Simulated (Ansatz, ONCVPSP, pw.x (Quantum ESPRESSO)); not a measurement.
## molybdenum (bcc): variants of one ONCV potential in the solid

Mo, optimised norm-conserving Vanderbilt (ONCV), made with ONCVPSP 4.0.1.1 (patched build) (PBE, scalar-relativistic). Core [Ar] 3d10, reference 4s2 4p6 4d5 5s0.75 (charge +0.25). Waves: 4s+5s: rc 2.15 bohr, ncon 4, nbas 7, qcut 5.6 1/bohr, 2 projectors; 4p: rc 1.90 bohr, ncon 3, nbas 7, qcut 5.9 1/bohr, 1 projector; 4d: rc 2.65 bohr, ncon 3, nbas 8, qcut 6.9 1/bohr, 2 projectors, debl 3 Ha. Local part: polynomial inside 1.45 bohr (lpopt 4, dvloc0 0 Ha). Core correction: Teter function, fcfact 2.5, rcfact 1.55.

Crystal test: bcc Mo in pw.x 7.5, no spin, 15³ k-points, Fermi–Dirac smearing 0.01 Ry, cutoffs set for each file from its atomic test. The reference is all-electron LAPW (Ansatz 0.2.0) with the same functional, mesh and smearing; V0 and B0 come from Birch–Murnaghan fits to the pressures at five volumes. Errors are pseudo minus all-electron; Δ is the rms difference of the E(V) curves that follow from these fits, minima aligned, over ±6 % about the mean V0. Mesh and smearing are coarse, so the numbers serve the comparison and aren't converged zero-temperature values; the lattice is a test structure that the element need not adopt.

All-electron: a0 = 3.162 Å (V0 = 15.80 Å³/atom), B0 = 259.2 GPa.

1 further variants are left out: they gave no file fit for a test, a broken result, the same result as the base, or pressures whose basis-set error rivals the error shown.

```csv
change,cutoffs (Ry),pw.x,a0 (Å),a0 error (%),B0 error (%),Δ (meV/atom),mean pressure error (GPa)
base,50/200,converged,3.163,+0.03,+0.6,0.8,+0.23
"local potential polynomial inside 1.85 bohr (lpopt 5, dvloc0 0 Ha)",50/200,converged,3.159,-0.07,+1.9,1.8,-0.52
p: qcut 5.7,50/200,converged,3.163,+0.04,+0.4,1.2,+0.34
"local potential polynomial inside 1.86 bohr (lpopt 4, dvloc0 0 Ha)",50/200,converged,3.170,+0.27,-0.2,7.3,+2.14
```

Q: Give the row for: reference 4s2 4p6 4d5.5 5s0.5.

A: pw.x: converged; mean pressure error (GPa): +0.38; a0 (Å): 3.163; a0 error (%): +0.05; B0 error (%): +0.6; Δ (meV/atom): 1.3.
